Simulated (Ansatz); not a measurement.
# Scan of the C1–H5 bond length

C2H6N (SMILES [CH2]NC), doublet, at its PBE0-D4/def2-TZVP minimum:

```xyz
9
angstrom
C -0.5103 0.6893 -1.0446
N -0.2137 0.4673 0.2817
C 0.4816 -0.7398 0.6473
H -0.7769 -0.1783 -1.6348
H -0.9415 1.6482 -1.2984
H 0.0890 1.2852 0.7867
H -0.0766 -1.6030 0.2757
H 1.4992 -0.7942 0.2353
H 0.5376 -0.8210 1.7340
```

The bond length C1–H5 (1.082 Å at the minimum) is set to the values below, with the rest relaxed at PBE0-D4/def2-TZVP at each step. Each method's energies count from its own value at the PBE0-D4 minimum structure. Ansatz 0.2.0; basis: def2-TZVPP; cores frozen in the correlated methods; orbitals are unrestricted. B3LYP uses VWN-RPA correlation.

| bond length (Å) | CCSD(T) (kJ/mol) | HF (kJ/mol) | wB97M-V (kJ/mol) | B3LYP-D4 (kJ/mol) |
| --- | --- | --- | --- | --- |
| 0.887 | 95.2 | 91.5 | 92.8 | 92.9 |
| 0.933 | 50.0 | 47.0 | 48.4 | 48.6 |
| 0.999 | 13.3 | 11.4 | 12.5 | 12.7 |
| 1.077 | 0.0 | -0.1 | 0.0 | 0.0 |
| 1.164 | 9.9 | 12.3 | 10.6 | 10.1 |
| 1.257 | 37.4 | 43.2 | 38.8 | 37.5 |
| 1.356 | 76.6 | 87.0 | 78.9 | 76.3 |
| 1.460 | 122.1 | 138.4 | 125.5 | 120.1 |
| 1.568 | 169.3 | 192.6 | 173.5 | 165.3 |

Minimum and curvature along this coordinate at CCSD(T): A fifth-order fit through the nearest points gives 1.081 Å, with a curvature of about 35 eV/Å².

Largest difference from the CCSD(T) curve over the scan: PBE-D4 14.5; r2SCAN-D4 2.6; PBE0-D4 1.1; MP2 11.5 kJ/mol. Each curve counts from its own value at the minimum.

T1 diagnostic: at most 0.019. ⟨S²⟩ of the unrestricted Hartree–Fock references: 0.76 (a pure state has 0.75).

For scale, one of the runs: CCSD(T)/def2-TZVPP, 177 basis functions (an equivalent command: `ansatz run in.yaml --threads 4`). The run took 76 s on 4 CPU threads (shared host), with 4.3 GiB of host memory at its peak.
